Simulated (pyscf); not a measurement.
H₂N–W(Cl)(Cl)(Cl)(Cl)–Cl + HCl → Cl–W(Cl)(Cl)(Cl)(Cl)–Cl + NH₃ (four-centre exchange; singlet surface; N–W, Cl–H broken, Cl–W, H–N formed). PySCF, gas phase, ωB97X-D3(BJ)/def2-SVP geometries. Energies in kJ/mol from the separated reactants.

| level | barrier | reaction energy |
|---|---|---|
| PBE/def2-TZVP | 75.3 | -16.9 |
| r²SCAN/def2-TZVP | 75.7 | -15.0 |
| PBE0-D3(BJ)/def2-TZVP | 72.4 | -9.6 |
| M06-2X/def2-TZVP | 75.5 | +4.7 |
| ωB97M-D3(BJ)/def2-TZVP | 88.1 | +4.7 |
| HF/def2-TZVP | 164.9 | +10.8 |

The functionals in the table span 15.8 kJ/mol in this barrier, from PBE0-D3(BJ) to ωB97M-D3(BJ). On the reactant side the descent ends in a complex, 22.2 kJ/mol under the separated species and 98.9 kJ/mol under the saddle at ωB97X-D3(BJ)/def2-TZVP. On the product side the descent ends in an adduct with a N–W contact, 20.2 kJ/mol under the separated species and 106.4 kJ/mol under the saddle at ωB97X-D3(BJ)/def2-TZVP. What is counted as broken (N–W) persists as a longer contact in the product adduct; parting that adduct is a step of its own. At ωB97X-D3(BJ) the barrier from the zero used here is 76.7 kJ/mol. This is the saddle that the search found; another between the same sides may lie lower. Elements past Kr carry the def2 core potentials, without spin-orbit coupling.
